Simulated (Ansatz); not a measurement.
Potential energy curve for Na2, singlet. Each curve is given relative to its own lowest point near equilibrium.

```
R / Å     A     B     C
-----  ----  ----  ----
2.49    7.6  17.4  13.1
2.66    3.0  10.6   6.7
2.80    0.9   6.7   3.3
2.89    0.2   4.8   1.8
2.96    0.0   3.7   1.0
3.10    0.2   1.9   0.1
3.19    0.7   1.2   0.0
3.26    1.3   0.7   0.1
3.43    3.3   0.2   1.0
3.57    5.3   0.0   2.3
3.88   10.2   0.3   6.2
4.13   13.6   0.8  10.0
4.66   18.9   1.8  18.5
5.01   21.2   2.3  23.8
5.70   23.6   2.8  32.4
6.23   24.5   3.0  37.3
6.87   25.1   3.1  41.2
7.56   25.3   3.1  43.2
8.45   25.4   3.1  43.1
9.38   25.5   3.1  40.5
```

Energies in mEh.

Q: Assign the columns to these levels of theory: MP2 on RHF/aug-cc-pVTZ, frozen core run with Ansatz (a quantum-chemistry and plane-wave program); UHF/aug-cc-pVTZ (Ansatz); unrestricted CAM-B3LYP/aug-cc-pVTZ (Ansatz).

A: A is UKS-CAM-B3LYP; B is UHF; C is RMP2.

The restricted form behind RMP2 keeps the bonding electrons paired and can't separate into open-shell fragments. The T1 diagnostic of CCSD on the restricted reference of RMP2 exceeds 0.045 at 4.66 to 9.38 Å. The unrestricted determinant behind UKS-CAM-B3LYP is spin-contaminated at 3.88 to 9.38 Å (<S²> up to 1.0, against 0.00 for a pure singlet). The unrestricted determinant behind UHF is spin-contaminated at 2.49 to 9.38 Å (<S²> up to 1.0, against 0.00 for a pure singlet).
